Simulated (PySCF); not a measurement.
C4H6N2.
Numbering: `[CH3:1]/[N:2]=[CH:3]/[CH2:4][C:5]#[N:6]` (hydrogens: H7, H8, H9 on C1; H10 on C3; H11, H12 on C4)

All values: PBE0/def2-SVPD (PySCF, non-relativistic), on one gas-phase PBE0-D3(BJ)/def2-SVP geometry that isn't relaxed in the solvent. The solvent is an IEF-PCM continuum (Bondi radii, 1.10 Å for H, scaled by 1.2). The model holds no explicit solvent molecules, cavitation or dispersion.

Gas phase at PBE0/def2-SVPD: HOMO -7.92 eV, LUMO -0.85 eV, dipole 3.80 D.

What does the continuum do to the energy, the frontier levels and the dipole at PBE0/def2-SVPD in cyclohexane and chloroform?

```json
{"solvent": "cyclohexane", "ε": "2.017", "E(solvent) − E(gas) (kcal/mol)": "-3.30", "polarisation term (kcal/mol)": "-3.57", "distortion of the solute (kcal/mol)": "0.27", "HOMO (eV)": "-7.81", "LUMO (eV)": "-0.72", "dipole (D)": "4.19"}
{"solvent": "chloroform", "ε": "4.711", "E(solvent) − E(gas) (kcal/mol)": "-5.98", "polarisation term (kcal/mol)": "-6.91", "distortion of the solute (kcal/mol)": "0.93", "HOMO (eV)": "-7.75", "LUMO (eV)": "-0.64", "dipole (D)": "4.49"}
```

Polarisation term: ½ Σ q·V over the induced surface charges. Distortion: the rise of the solute's own energy as its density leaves the gas-phase optimum. From cyclohexane to chloroform the lowering changes by a factor 1.81, Onsager's factor (ε − 1)/(2ε + 1) by 1.76 and ε itself by 2.3.

Which radius a makes the point-dipole formula ΔE = −[(ε − 1)/(2ε + 1)]·μ²/a³ give the value in chloroform, with the gas-phase dipole?

μ = 1.497 au and |ΔE| = 0.00953 Eh give a = 2.31 Å; the farthest nucleus lies 3.53 Å from the centroid of the nuclei, so such a sphere wouldn't even hold the nuclei. The formula assumes a rigid point dipole at the centre of a sphere.

How does the static polarisability (PBE0/def2-SVPD, frozen core, with the continuum's full static response) change?

```json
{"medium": "gas", "isotropic (au)": "61.9", "principal values (au)": "48.4, 53.1, 84.2", "⟨r²⟩ of the electrons (bohr²)": "793.0"}
{"medium": "cyclohexane", "isotropic (au)": "68.6", "principal values (au)": "53.7, 59.1, 93.0", "⟨r²⟩ of the electrons (bohr²)": "793.6"}
{"medium": "chloroform", "isotropic (au)": "74.7", "principal values (au)": "59.2, 65.0, 100.0", "⟨r²⟩ of the electrons (bohr²)": "794.1"}
```

The isotropic value in chloroform is 1.21 times the gas-phase one; no cavity-field correction is applied. ⟨r²⟩ is taken about the centre of nuclear charge.

Rough CPU time on one thread of a shared machine: about 40 s. This is the whole response run at PBE0/def2-SVPD in chloroform, SCF included.

Shape of the structure used: `[CH3:1]/[N:2]=[CH:3]/[CH2:4][C:5]#[N:6]`: N2–C3–C4–C5 126°.
